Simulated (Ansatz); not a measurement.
Correlation energies of `NCCCF` by basis set

Cartesian coordinates in Å:
```
N 0.103 -1.902 0.779
C -0.031 -0.455 0.768
C -0.021 0.063 -0.659
C -0.215 1.557 -0.719
F -0.168 1.995 -2.031
H 0.998 -2.176 0.392
H 0.071 -2.258 1.726
H 0.748 0.067 1.347
H -0.988 -0.204 1.237
H 0.932 -0.186 -1.138
H -0.809 -0.435 -1.229
H 0.569 2.086 -0.167
H -1.188 1.848 -0.308
```

Total charge 0; spin multiplicity 1. Geometry: relaxed with PBE0-D4/def2-TZVP. It is one conformer, not always the lowest. Frozen core, restricted reference, Ansatz. CBS rows extrapolate triple and quadruple zeta; past MP2 they add the triple-zeta difference.

```tsv
basis	HF (Eh)	MP2 corr.	CCSD corr.	(T)	CCSD(T) total
def2-SVP	-271.93065	-0.78148	?	-0.02071	?
def2-TZVPP	-272.25261	-0.98569	-1.02694	?	?
def2-QZVPP	?	-1.05858	–	–	–
CBS(def2)	-272.26727	-1.11257	?	as TZ	?
```

Q: Fill in the withheld values. (Best estimate.)

A: Computed: def2-SVP CCSD corr.: -0.83533; def2-SVP CCSD(T) total: -272.78669; def2-TZVPP (T): -0.03660; def2-TZVPP CCSD(T) total: -273.31615; def2-QZVPP HF (Eh): -272.26550; CBS(def2) CCSD corr.: -1.15381; CBS(def2) CCSD(T) total: -273.45768.
